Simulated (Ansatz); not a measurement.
Mulliken charges of `C=CS` from r2SCAN/def2-TZVPP in Ansatz (PBE0-D4/def2-TZVP geometry).

```tsv
atom	x (Å)	y (Å)	z (Å)	charge (e)
C1	-0.949	0.320	-0.532	-0.224
C2	0.224	0.155	0.065	-0.035
S3	0.797	-1.387	0.665	-0.081
H4	-1.639	-0.501	-0.692	0.071
H5	-1.250	1.300	-0.880	0.087
H6	0.897	0.992	0.212	0.086
H7	1.980	-0.949	1.116	0.095
```

Question: By hand: the dipole of these point charges (1 e Å = 4.8032 D).

Answer: Σ q r = (0.180, 0.108, 0.062) e Å, of length 0.219 e Å = 1.05 D.

Question: How does the dipole of the full density compare? (An estimate is asked.)

Answer: Computed: (0.143, 0.195, 0.025) e Å, 1.17 D; the point charges give 0.90 times that, at 25° from its direction.

Point charges leave out the atoms' own dipoles, such as those of lone pairs, and Mulliken's split depends on the basis, so the two needn't agree.
